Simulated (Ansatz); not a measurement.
Results of PBE (PAW; Ansatz, a first-principles code) for 1T (CdI2-type) HfS2.

Rigid layers of the crystal as relaxed at this level are moved apart or together:

```json
[
 {"run": "1", "k mesh": "12×12×6", "layer repeat (Å)": "5.54", "energy against free layers (meV/Å²)": "9.73", "gap on the mesh (eV)": "0.668"},
 {"run": "2", "k mesh": "12×12×6", "layer repeat (Å)": "5.69", "energy against free layers (meV/Å²)": "5.71", "gap on the mesh (eV)": "0.833"},
 {"run": "3", "k mesh": "12×12×6", "layer repeat (Å)": "5.84", "energy against free layers (meV/Å²)": "3.14", "gap on the mesh (eV)": "0.991"},
 {"run": "4", "k mesh": "12×12×6", "layer repeat (Å)": "6.04", "energy against free layers (meV/Å²)": "1.15", "gap on the mesh (eV)": "1.148"},
 {"run": "5", "k mesh": "12×12×6", "layer repeat (Å)": "6.34", "energy against free layers (meV/Å²)": "-0.17", "gap on the mesh (eV)": "1.216"},
 {"run": "6", "k mesh": "12×12×6", "layer repeat (Å)": "6.84", "energy against free layers (meV/Å²)": "-0.64", "gap on the mesh (eV)": "1.251"},
 {"run": "7", "k mesh": "12×12×6", "layer repeat (Å)": "7.84", "energy against free layers (meV/Å²)": "-0.32", "gap on the mesh (eV)": "1.289"},
 {"run": "8", "k mesh": "12×12×4", "layer repeat (Å)": "9.84", "energy against free layers (meV/Å²)": "-0.02", "gap on the mesh (eV)": "1.306"}
]
```

The lowest energy of these points lies at a layer repeat of 6.84 Å.

Spin–orbit coupling is not included.

Note: the cell comes from a level without a dispersion term, which matters for the spacing of layers, chains or molecules.
